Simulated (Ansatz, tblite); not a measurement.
**Band gap of 2H-SiC: levels of theory against measurement**

Reference value: 3.33 eV (measured, temperature not stated, no zero-point or thermal correction; as tabulated in Deguchi et al. (2016), arXiv:1512.06930).

| level (code) | value (eV) | cell (Å³/atom) | difference (eV) |
|---|---|---|---|
| IPEA1-xTB (tblite) | 2.50 | 10.79 | -0.83 |
| LDA (Ansatz) | 2.14 (indirect) | 10.34 | -1.19 |
| PBE (Ansatz) | 2.25 (indirect) | 10.34 | -1.08 |
| rVV10 (Ansatz) | 2.49 (indirect) | 10.61 | -0.84 |
| r²SCAN-D4 (Ansatz) | 2.64 (indirect) | 10.27 | -0.69 |
| r²SCAN0 (Ansatz) | 4.08 (indirect) | 10.34 | +0.75 |
| r²SCAN50 (Ansatz) | 5.58 (indirect) | 10.34 | +2.25 |
| Hartree–Fock (Ansatz) | 9.58 (indirect) | 10.34 | +6.25 |
| G0W0@HSE06 (Ansatz) | 3.69 (indirect) | 10.34 | +0.36 |

Leaving aside IPEA1-xTB (doubt noted below): Once the reference is moved by up to 0.23 eV (a margin picked here for doubts on the reference and the settings, and for temperature and zero-point motion) and values within 0.03 eV count as equal, the nearest can be G0W0@HSE06 (+0.36 eV) or r²SCAN-D4 (-0.69 eV). Among them Hartree–Fock (+6.25 eV) misses by most.

Semilocal Kohn–Sham gaps run low as a rule, and all computed gaps are for a static lattice, while measured ones hold electron–phonon shifts unless said otherwise.  IPEA1-xTB, r²SCAN0, r²SCAN50, Hartree–Fock: the gap is read on the k mesh or supercell of the run alone and can be too large. IPEA1-xTB: this parameter set was refitted to ionisation energies, not structures. G0W0@HSE06: GW on a hybrid start was not checked against another program. G0W0@HSE06: the correction to the complete basis was taken at k points off the band edges. Values are at the measured cell; IPEA1-xTB at the level's own equilibrium cell; rVV10 at the level's own relaxed cell; r²SCAN-D4 at the level's own relaxed cell. Cutoffs and k meshes differ between the levels. Ansatz's density-functional and Hartree–Fock values are scalar-relativistic unless marked +SOC, with PAW data made under PBE.

Differences are worked out from the printed values.

Ansatz is an electronic-structure program.
